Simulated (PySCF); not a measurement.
## Threshold energies of BH in a plasma

PBE in PySCF with def2-TZVPPD on every atom, for the lowest determinant that a PBE0 search found; no spin–orbit coupling.

```tsv
species	state (unpaired electrons)	Re (Å)	ωe (cm⁻¹)	energy of the minimum from the neutral (eV)	De (eV)	dissociates to
BH	singlet (closed shell)	1.251	2245	0.00	3.52	B + H
BH⁺	doublet (σ ↑)	1.218	2449	9.57	2.62	B⁺ + H
```

Question: Work out the lowest energy to break BH into atoms, from its vibrational ground state.

Answer: D0 = De − ωe/2 = 3.52 − 0.14 = 3.38 eV (PBE/def2-TZVPPD).

Question: Work out the ionisation energy of the B atom at this level and the threshold of dissociative ionisation.

Answer: IE(B) = 9.57 + 2.62 − 3.52 = 8.67 eV, so B⁺ + H + e⁻ appears at D0 + IE(B) = 12.05 eV (PBE/def2-TZVPPD). The measured IE(B) is 8.298 eV (NIST ASD).

These are thermodynamic thresholds; the onsets seen under electron impact lie higher where the geometry changes, and cross-sections peak well above them.

For an ion De counts to the pair picked by the measured ionisation energies or electron affinities, which need not be the lowest pair at this level. States were picked by a PBE0 search and need not be the measured ground states.
